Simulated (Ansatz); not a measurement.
# Al2O+ (doublet): the correlation ladder, def2-TZVPP

The task here is to estimate one member of a computed series from the others.

Program: Ansatz 0.2.0, Gaussian basis. Level of theory: def2-TZVPP, core rule «outside noble gas», up to 11 orbitals frozen. These are calculated values, not measurements.

To be run: UHF; ROHF; CCSD(T) on UHF.

2 further runs of the same task are left out: 2 set aside as unsound or not needed.

### The system

The geometry is a PBE0/def2-TZVP stationary point (not a proven minimum) of the parent state, kept for this charge and spin.

3 atoms, charge 1, spin multiplicity 2.

Atoms are counted from 1 here; the program's logs count them from 0.

Bond lengths: Al1–O2 1.705 Å, O2–Al3 1.705 Å. Angles: Al1–O2–Al3 180.0°.

Coordinates:

```
atom    x (Å)    y (Å)     z (Å)
 Al1  0.00000  0.00000   1.70470
  O2  0.00000  0.00000   0.00000
 Al3  0.00000  0.00000  -1.70470
```

The first run:

File in.yaml:

```yaml
crystal:
  periodic: [false, false, false]
  atoms:
    - {symbol: Al, position_ang: [0.000000, 0.000000, 1.704700]}
    - {symbol: O, position_ang: [0.000000, 0.000000, 0.000000]}
    - {symbol: Al, position_ang: [0.000000, 0.000000, -1.704700]}
basis:
  gaussian: {orbitals: def2-TZVPP}
total_charge: 1
magnetization: {spin_polarized: true, initial_magnetization: 1}
hamiltonian: {xc: hf}
output: {orbitals: {seedname: orbitals}}
```

The run is started by

```console
$ ansatz run in.yaml --threads 1 --pin off --events-out ev --progress --plain --max-ram 4096MiB --backend cpu
```

Among the steps run: UHF; ROHF; CCSD(T) on UHF.

One of the session's tables, all rows but one given; the rest of the session is left out.

```
  method  from UCCSD(T) (kJ/mol)
    ROHF                  +921.4
     UHF                  +916.0
    UMP2                       ?
   UCCSD                   +42.7
UCCSD(T)                       0
```

Q: Estimate the row for UMP2 from the others.

The run gave: from UCCSD(T) (kJ/mol): +64.6. In the column «from UCCSD(T) (kJ/mol)» it lies between UCCSD (+42.7) and UHF (+916.0).

The program flags UCCSD(T) as in doubt (see the logs), so the zero of the table is itself unsure.

To keep in mind: The report flags that the cluster equations may have other roots. The program flags UCCSD(T) as in doubt, so the zero of the table is itself unsure. Warnings: coupled cluster took another determinant than the lowest.
